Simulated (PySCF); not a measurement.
Structure problem from calculated spectra and properties.

Formula: C4H12P; charge +1.

- UV, first state: lowest singlet excitation: 10.38 eV (119 nm, f = 0.255 summed over 3 states within 0.01 eV) [TDDFT CAM-B3LYP/def2-SVPD]
- Triplet: lowest triplet excitation (Tamm–Dancoff): 10.06 eV [TDA CAM-B3LYP/def2-SVPD]
- XPS: P2p3/2 143.1, C1s 295.8 (×4), P1s 2156.8 eV [ΔSCF SCAN, pcX-2 on the ionised atom, pcseg-1 elsewhere, spin-free X2C, 2p3/2 from a spin–orbit splitting computed afterwards within the 2p shell]
- 1H NMR: chemical shifts (computed TMS as zero) by class: 1.78 (12 H) ppm [GIAO B97-2/pcSseg-2]
- NMR, other nuclei: isotropic shieldings of nuclei other than C and H, by class: 293 (1 P) ppm [GIAO B97-2/pcSseg-2]
- Polarisability: 66.7 au [CAM-B3LYP/def2-SVPD]
- Rotational structure: rotational constants A, B, C: 3.369, 3.368, 3.365 GHz [PBE0-D3(BJ)/def2-SVP]
- 13C NMR: chemical shifts (computed TMS as zero) by class: 11.4 (4 C) ppm [GIAO B97-2/pcSseg-2]

The electronic properties come from PySCF, for the isolated species, density fitting. Levels stand in brackets. Isolated species at its PBE0-D3(BJ)/def2-SVP geometry, gas phase. NMR values are class means; diastereotopic atoms form classes of their own.

Task: What is the compound? Reason from the data.

Result: Numbering: `[CH3:1][P+:2]([CH3:3])([CH3:4])[CH3:5]`. 4 carbons fall into 1 class: sp3 carbon bound to phosphorus [C1/C3/C4/C5] (11.4 ppm, 4 C). All hydrogens form one class (1.78 ppm): methyl hydrogen. The other shieldings belong to: 293 ppm, phosphonium phosphorus [P2]. The core levels belong to: P2p3/2 143.1 eV, phosphonium phosphorus [P2]; C1s 295.8 eV, sp3 carbon bound to phosphorus [C1/C3/C4/C5]; P1s 2156.8 eV, phosphonium phosphorus [P2]. The optimised geometry has point group Td and is a spherical top (the spread among constants that symmetry makes equal is optimisation noise). Structure: `C[P+](C)(C)C`. The assignments are read from this structure; whether some other isomer fits the data as well wasn't checked.
